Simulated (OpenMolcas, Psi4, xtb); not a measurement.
**How methods differ on CH6Si (SMILES C[SiH3])**

The species is CH6Si (8 atoms), meant as a singlet with charge 0. As SMILES, `C[SiH3]`. The coordinates come from a PBE0-D4/def2-TZVP relaxation.

Quantity: the dipole moment, in D. The values are calculated.

**What was measured.** NIST CCCBDB gives the dipole moment of the gas as 0.74 D.

```
           level                    kind     program  value (D)  computed − measured
        GFN0-xTB          semi-empirical         xtb       1.37                +0.63
    HF/def2-TZVP            Hartree–Fock  OpenMolcas       0.76                +0.02
 SVWN5/def2-TZVP                     LDA  OpenMolcas       0.85                +0.11
  BLYP/def2-TZVP                     GGA  OpenMolcas       0.83                +0.09
r2SCAN/def2-TZVP                meta-GGA  OpenMolcas       0.87                +0.13
 BHLYP/def2-TZVP           global hybrid  OpenMolcas       0.78                +0.04
 TPSSh/def2-TZVP         hybrid meta-GGA        Psi4       0.81                +0.07
 wB97X/def2-TZVP  range-separated hybrid        Psi4       0.81                +0.07
```

Nearest: HF/def2-TZVP (+0.02 D); farthest: GFN0-xTB (+0.63 D). The measured dipole is a vibrational average, so differences of a few hundredths of a debye mean little. Computed less measured by kind, in D (def2-TZVP rows): semi-empirical +0.63; Hartree–Fock +0.02; LDA +0.11; GGA +0.09; meta-GGA +0.13; global hybrid +0.04 to +0.07; range-separated hybrid +0.07. Magnitudes only.
